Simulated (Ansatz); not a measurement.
Ansatz (a first-principles code) input (HF/6-31G*):

Ansatz 0.2 input:
```yaml
crystal:
  periodic: [false, false, false]
  atoms:
    - {symbol: C, position_ang: [-0.17279129, 0.04501558, 0.00030423]}
    - {symbol: O, position_ang: [0.19480898, 1.32239532, -0.01290776]}
    - {symbol: O, position_ang: [-1.31163844, -0.27330028, 0.00793690]}
    - {symbol: C, position_ang: [1.01678808, -0.88177222, 0.00385443]}
    - {symbol: H, position_ang: [1.95722967, -0.34697163, -0.00493686]}
    - {symbol: H, position_ang: [0.96035060, -1.50459242, 0.88765227]}
    - {symbol: H, position_ang: [0.95307469, -1.52065633, -0.86790042]}
basis:
  gaussian:
    orbitals: 6-31G*
hamiltonian:
  xc: {name: HF}
magnetization: {spin_polarized: true, initial_magnetization: 1}
phonons: {temperatures: {t_min: 298.15, t_max: 298.15, t_step: 100}}
```

**Question.** Which harmonic wavenumbers does it give?

**Answer.** -75, 425, 583, 638, 934, 1083, 1171, 1388, 1547, 1614, 1621, 2018, 3234, 3315, 3322 cm⁻¹ (unscaled; negative means imaginary).
